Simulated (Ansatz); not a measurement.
Litharge PbO, treated with r²SCAN-D4 (plane waves, PAW; Ansatz, a quantum-chemistry and plane-wave program).

Numerical settings: plane-wave cutoff 560 eV, 8×8×8 k mesh, Fermi–Dirac smearing 0.01 eV, scalar-relativistic PAW data made under PBE.

Properties against volume:

Shape and atoms are relaxed at each volume.

```tsv
V (Å³/atom)	P (GPa)	direct gap at Γ (eV)	smallest gap on the k mesh (eV)	c (Å)
19.501	0.97	2.914	1.476	4.932
19.908	0.44	2.803	1.558	5.025
20.314	0.00	2.705	1.644	5.120
20.720	-0.34	2.618	1.733	5.216
21.126	-0.62	2.541	1.824	5.312
```

The fundamental gap (1.64 eV at the equilibrium volume, with added k points) lies elsewhere than Γ–Γ.

Note: the bulk modulus comes from volumes at which shape and atoms were relaxed.

Spin–orbit coupling is not included; with these elements it can move the gap by several tenths of an eV or more.
